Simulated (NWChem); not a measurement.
## Total energies of formic acid (CH₂O₂)

```xyz
5

O      0.7441     0.8276     0.0000
C      0.1773    -0.3776     0.0000
O     -1.0006    -0.5842     0.0000
H      0.0245     1.4806     0.0000
H      0.9640    -1.1615     0.0000
```
Charge 0, spin multiplicity 1.

Program: NWChem. All single points use one geometry, from PBE0/def2-SVP, a minimum by its harmonic frequencies. It is one conformer; others weren't searched.

Basis set: cc-pVTZ (118 functions).

| method | total energy (Ha) | relative cost |
|---|---|---|
| RHF | -188.84135 | 1 |
| MP2 | -189.47068 | under 3 |
| B2PLYP | -189.71106 | under 3 |
| PBE | -189.63636 | under 3 |
| B3LYP | -189.84042 | under 3 |
| CAM-B3LYP | -189.77099 | 20 |

Total energies of different functionals aren't comparable as a measure of quality: only differences taken within one method are. Costs are rough ratios of processor time within this set of runs, SCF included, with RHF as 1.

The correlated methods keep 3 core orbitals frozen. B3LYP has NWChem's definition, with VWN1-RPA local correlation. GW and range-separated runs recompute their integrals, the others keep them in memory, which bears on the times.
